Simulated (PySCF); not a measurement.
TDDFT excited states: C5H9F

Compound: C5H9F.
InChI=1S/C5H9F/c1-4(6)5-2-3-5/h4-5H,2-3H2,1H3/t4-/m0/s1

Computed with TDDFT PBE0/def2-SVPD, vertical, gas phase, core orbitals frozen in the response in PySCF. One conformer (not necessarily the lowest) at the GFN2-xTB geometry, without solvent, vibrations or thermal averaging. Torsions of this conformer, `[CH3:1][C@H:2]([F:3])[CH:4]1[CH2:5][CH2:6]1`: C1–C2–C4–C5 -85°.

```
state  E (eV)  λ (nm)  ν̃ (cm⁻¹)       f  main configurations (H = HOMO, L = LUMO)
   S1    8.16   152.0      65780  0.0042                                 H→L (91%)
   S2    8.34   148.6      67270  0.0022                   H-1→L (83%), H→L+1 (8%)
   S3    8.36   148.3      67450  0.0049                   H→L+1 (81%), H-1→L (8%)
   S4    8.57   144.7      69120   0.035                               H→L+2 (81%)
   S5    8.59   144.4      69250  0.0028                             H-1→L+1 (88%)
   S6    8.79   141.1      70870   0.020                               H→L+3 (92%)
```

Triplets (Tamm–Dancoff): T1 8.02 eV, H→L (81%), H→L+2 (13%); T2 8.17 eV, H-1→L (49%), H→L+1 (34%).

The lowest singlet comes at 152 nm (787 kJ/mol) in the vacuum ultraviolet; it is very weak; its leading configuration is HOMO→LUMO (91%). The most intense listed level is S4 at 8.57 eV (145 nm, f = 0.035), 0.42 eV above S1. Löwdin shares by element: HOMO carbon 76% or more (atoms not listed hold the other 24%); LUMO carbon 31% or more, hydrogen 20% or more (atoms not listed hold the other 49%). Weighted by f, the mean energy of these states is 8.59 eV. Orbital energies (eV): HOMO-3 -9.71, HOMO-2 -9.34, HOMO-1 -8.65, HOMO -8.43, LUMO 0.88, LUMO+1 1.23, LUMO+2 1.28. The oscillator strengths of these states sum to 0.069; summed over the whole spectrum of an exact calculation they would give the number of electrons, 48 (Thomas–Reiche–Kuhn). The window holds the lowest 6 singlets.

On an Intel Xeon Platinum 8488C with one thread, no GPU, shared host with 96 logical CPUs at a one-minute load of 39, this took 24 s of wall time and 0.78 GiB of memory at its peak.
